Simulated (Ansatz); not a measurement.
Forms of AsH4⁻ and their order

Ansatz 0.2.0, basis aug-cc-pVDZ; geometries are PBE0/def2-TZVP minima. Wave-function levels freeze the cores with the filled d shells of p-block atoms; HF, MP2 and coupled cluster are restricted for singlets and unrestricted otherwise, restricted open-shell where a d shell is frozen, Kohn–Sham unrestricted where that lies lower. The reference is CCSDT(Q) (coupled cluster only where its series has nearly closed). Semilocal and hybrid functionals correlate all electrons outside any core potential and usually lie nearer their basis limit than the reference, so part of their error here is the reference's basis and frozen-core error; RPA and the MP2 part of double hybrids freeze the same cores as the reference. None of these values is a measured one. Energies are electronic, without zero-point terms. No spin–orbit coupling and no scalar relativity. The set is small: such energies can lie up to about 0.3 eV from the limit, spin gaps mostly less, so near ties and functionals' places can change in larger sets. The species are chosen: bound, without strong static correlation by their natural occupations or amplitudes, and with a ladder that closes on the reference, so errors are smaller than for species at large; levels whose determinant breaks symmetry or spin markedly are left out.

A. singlet; As–H 1.520/1.846, angles at As 85/97/165°. Coordinates (Å): As 0.032 0.000 0.000; H -0.214 0.000 1.830; H -0.974 -1.139 0.000; H -0.974 1.139 0.000; H -0.214 0.000 -1.830
B. triplet; As–H 1.669, angles at As 94/150°. Coordinates (Å): As 0.000 0.000 0.000; H 0.270 0.981 1.323; H -0.958 -1.070 0.850; H 0.157 1.248 -1.096; H 0.530 -1.159 -1.077

**Question.** From bonding and spin, estimate the order of these in energy at CCSDT(Q), each at its own geometry.

**Answer.** At CCSDT(Q), above the lowest of those listed: A (0.0 kcal/mol), B (42.7 kcal/mol).

```tsv
level	B less A (kcal/mol)
CCSDT(Q)	42.7
HF	42.9
CCSD	43.5
CCSD(T)	42.9
CCSDT	42.7
PBE	37.0
PBE0	38.9
B3LYP	40.7
wB97M-V	44.4
B2PLYP	41.9
```

Every level shown puts the same form lowest.

The geometries are PBE0's, not this basis's own minima.
